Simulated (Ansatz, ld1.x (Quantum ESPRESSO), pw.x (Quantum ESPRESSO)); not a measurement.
**copper: one change to the RRKJ potential, in the atom and in the sc crystal**

* Element: Cu (Z = 29)
* Generator: ld1.x (Quantum ESPRESSO) 7.5
* Type: norm-conserving RRKJ (Kleinman–Bylander form)
* Functional: PBEsol
* Relativity: scalar-relativistic
* Frozen core: [Ar]
* Valence charge: 11
* Reference configuration: 3d9 4s2 4p0
* Partial waves: 4p (bound, empty): rc 2.55 bohr; 3d (bound): rc 1.45 bohr; 4s (bound): rc 1.95 bohr
* Local potential: the s channel
* Core correction: Bessel-smoothed model core inside 0.85 bohr
* rho0: 0.02

Change: all radii but the core radius scaled by about 1.35 (s 2.64, p 3.46, d 1.96 bohr).

Cutoffs, loose and tight: the cutoffs (Ry, on a coarse ladder) from which the occupation-weighted sum of valence levels, in a spherical-Bessel basis at the reference potential, stays within 10 and 1 mRy of its value at 400 Ry. They do not see the model core or the augmentation charge, which bear on the density cutoff. Test errors are all-electron minus pseudo excitation energies from the reference, over the configurations 3d10 4s1 4p0; 3d10 4s0 4p0; 3d9 4s0 4p0; 3d10 4s0 4p1; 3d9 4s1 4p0; 3d9 4s1 4p1; 3d10 4s0.5 4p0; variants that change the core or the reference have their own tests.

Crystal test: sc Cu in pw.x 7.5, no spin, 14³ k-points, Fermi–Dirac smearing 0.01 Ry, cutoffs set for each file from its atomic test. The reference is all-electron LAPW (Ansatz 0.2.0) with the same functional, mesh and smearing; V0 and B0 come from Birch–Murnaghan fits to the pressures at five volumes. Errors are pseudo minus all-electron; Δ is the rms difference of the E(V) curves that follow from these fits, minima aligned, over ±6 % about the mean V0. Mesh and smearing are coarse, so the numbers serve the comparison and aren't converged zero-temperature values; the lattice is a test structure that the element need not adopt.

All-electron: a0 = 2.360 Å (V0 = 13.15 Å³/atom), B0 = 123.4 GPa.

Does the change bring the crystal closer to the all-electron result?

The mean pressure error goes from +4.27 to +1.08 GPa, so the change moves the solid closer to the all-electron pressures. The B0 error goes the other way, from -0.5 to -3.6 %.

```tsv
quantity	base	changed
outcome (atom)	generated	generated
cutoff, loose (atom)	90 Ry	55 Ry
cutoff, tight (atom)	140 Ry	90 Ry
bound ghosts (atom)	none	none
largest test error (meV) (atom)	-290 over the solved tests; 1 of 7 tests not solved or not reliable	7 of 7 tests not solved or not reliable
cutoffs in pw.x (Ry)	170/680	110/440
a0 (Å)	2.385	2.367
a0 error (%)	+1.06	+0.31
B0 error (%)	-0.5	-3.6
Δ (meV/atom)	11.5	3.1
mean pressure error (GPa)	+4.27	+1.08
```

Base: The largest radius (2.55 bohr) exceeds half the bond length (2.23 bohr), so the spheres overlap, which is one possible source of error among others. This is a poor potential for the solid. Atomic configuration tests: 1 of 7 tests not solved or not reliable. Changed file: The largest radius (3.46 bohr) exceeds half the bond length (2.23 bohr), so the spheres overlap, which is one possible source of error among others. Atomic configuration tests: 7 of 7 tests not solved or not reliable. The atomic cutoffs weigh occupied waves only.
